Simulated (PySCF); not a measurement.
Static response to an electric field

Compound: CH3CH2CH2CHFCH3, C5H11F.
Numbering: `[CH3:1][CH2:2][CH2:3][C@@H:4]([CH3:5])[F:6]` (hydrogens: H7, H8, H9 on C1; H10, H11 on C2; H12, H13 on C3; H14 on C4; H15, H16, H17 on C5)

Geometry (GFN2-xTB, Å), atoms numbered from 1 in this order:
```xyz
17
C5H11F angstrom
C      2.5124    0.0336   -0.2516
C      1.2937   -0.1190    0.6493
C     -0.0099    0.0691   -0.1257
C     -1.2365   -0.0759    0.7701
C     -2.5461    0.1494    0.0295
F     -1.2527   -1.3568    1.3028
H      3.4270   -0.1074    0.3192
H      2.4910   -0.7025   -1.0523
H      2.5367    1.0257   -0.6981
H      1.2949   -1.1117    1.1033
H      1.3422    0.6166    1.4561
H     -0.0335    1.0620   -0.5784
H     -0.0684   -0.6727   -0.9250
H     -1.1591    0.5953    1.6364
H     -2.5786    1.1610   -0.3643
H     -3.3859    0.0024    0.7045
H     -2.6343   -0.5572   -0.7925
```

Level: wB97X-D/def2-SVPD (PySCF), static field, nuclei fixed, core orbitals frozen in the response. The polarisability tensor in these axes (au):

```
x   73.49 -0.22 -0.90
y   -0.22 57.25 -0.90
z   -0.90 -0.90 59.37
```

Task: What are the eigenvalues, a third of the trace, and Δα (Δα² = ½Σ(αi − αj)² over the three pairs)?

Result: Principal values 56.90, 59.66 and 73.55 au; mean 63.37 au = 9.39 Å³ = 10.45 × 10⁻⁴⁰ C²·m²/J; Δα = 15.46 au (24 % of the mean).

Task: What is the dipole moment, and where does it point?

Result: (0.11, 1.63, -0.79) D, 1.82 D in size, pointing from the negative to the positive side. Measured along this direction, the outermost atoms are F6 at the negative end and H9 at the positive end.

Task: Rayleigh depolarisation ratio (linearly polarised light, static tensor)?

Result: ρ = 3Δα²/(45ᾱ² + 4Δα²) = 716.7/(180716 + 955.6) = 0.00395.

Task: Give the eigenvalues of the traceless quadrupole moment Θ = ½Σq(3rr − r²1), origin at the centre of nuclear charge.

Result: -5.31, 1.84, 3.48 D·Å. The values depend on the origin, since the dipole doesn't vanish. The electronic extent ⟨r²⟩ about the same centre is 833 bohr², a root-mean-square distance of 2.16 Å for the 50 electrons.

Task: What molar refraction does this α imply?

Result: Lorentz–Lorenz: R = (4π/3)N_A α = 2.5225 cm³/(mol·Å³) × 9.39 Å³ = 23.7 cm³/mol, in the limit of long wavelengths.

Task: Find the Langevin capture rate constant for NH4+ (18.034 u) meeting this molecule (90.084 u), k = 2.342 × 10⁻⁹ cm³/s × √(α in Å³ / reduced mass in u).

Result: The reduced mass is 15.03 u, so k = 1.85 × 10⁻⁹ cm³/s. The formula leaves out the permanent dipole, which adds to the capture rate.

The structure is a single GFN2-xTB conformer in the gas phase; no vibrational or solvent corrections.
